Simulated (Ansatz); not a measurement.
Born–Oppenheimer molecular dynamics of C2H9B (12 atoms, charge 0, multiplicity 1). It starts at the highest image of a converged band, a first-order saddle point between two minima.

Computed with RKS B3LYP-D4/6-31G* in Ansatz.

```json
{"ensemble": "NVE (velocity Verlet)", "time step": "0.5 fs", "steps asked": "200", "starting velocities drawn for": "300 K", "seed": "6802"}
```

First frame:

```xyz
12
Properties=species:S:1:pos:R:3
B -0.086 -0.225 0.107
C 0.106 -0.156 1.875
H -0.790 -0.275 2.492
H 0.926 -0.746 2.298
H 0.399 0.896 1.915
C 1.331 -0.021 -0.598
H 2.092 -0.735 -0.256
H 1.261 -0.118 -1.688
H 1.722 0.985 -0.392
H -1.056 0.432 -0.137
H -0.491 -1.429 -0.123
H -0.290 -1.181 0.900
```

Task: What does the run give?

Result: The run went to its last step.

```yaml
steps_done: 200
time_covered: 100 fs
mean_temperature_over_the_second_half: 1040 K
spread_of_the_potential_energy_over_the_second_half: 4.8 meV per atom
mean_potential_energy_of_the_second_half_above_the_start: -79.6 meV per atom
```

The conserved energy stayed within 0.27 meV per atom of its start (net change 0.15 meV per atom), so the integration is sound. The kinetic energy rose, since the run started high on the potential surface and went downhill. It ends in pieces (CH4 + CH5B), so much of that is their flight and rotation, not heat. A run of 0.1 ps of so small a system gives no equilibrium averages. The orbitals stay closed-shell, which can raise the energy where a bond breaks towards radicals; this wasn't checked here.

Task: What happens to the structure?

Result: Between its relaxed ends the band would form B1–H11, C2–H12 and break B1–C2, H11–H12. These pairs go: B1–H11 1.29 → 1.27 Å, C2–H12 1.47 → 1.13 Å, B1–C2 1.78 → 5.83 Å, H11–H12 1.07 → 6.35 Å. In the last frame they stand as after the step (other bonds may differ from the relaxed reactants and products). Also parted: B1–H12 1.26 → 6.45 Å. It ends as CH4 + CH5B. Pairs count as bonded within 1.25 times the sum of covalent radii (0.12 Å more for H–H). Another seed would give other details.

Task: How do temperature and energy run in time?

Result: 
```tsv
time (fs)	T (K)	potential energy less start (eV)	conserved less start (meV/atom)
0	300	0.000	0.00
5	149	0.197	0.13
10	228	0.095	0.11
15	381	-0.103	0.10
20	663	-0.469	0.06
25	730	-0.554	0.15
30	831	-0.684	0.14
35	919	-0.798	0.19
40	964	-0.856	0.18
45	974	-0.868	0.19
50	1043	-0.959	0.12
55	1071	-0.995	0.05
60	1077	-1.005	-0.02
65	1084	-1.013	0.02
70	1041	-0.957	0.09
75	1023	-0.934	0.10
80	1029	-0.941	0.09
85	1042	-0.958	0.10
90	938	-0.822	0.21
95	1031	-0.943	0.15
100	999	-0.902	0.15
```

Time of the run: 2.8 min on 1 thread of AMD EPYC 9R45 96-Core Processor (Zen 5) (shared host), peak memory 0.14 GiB.
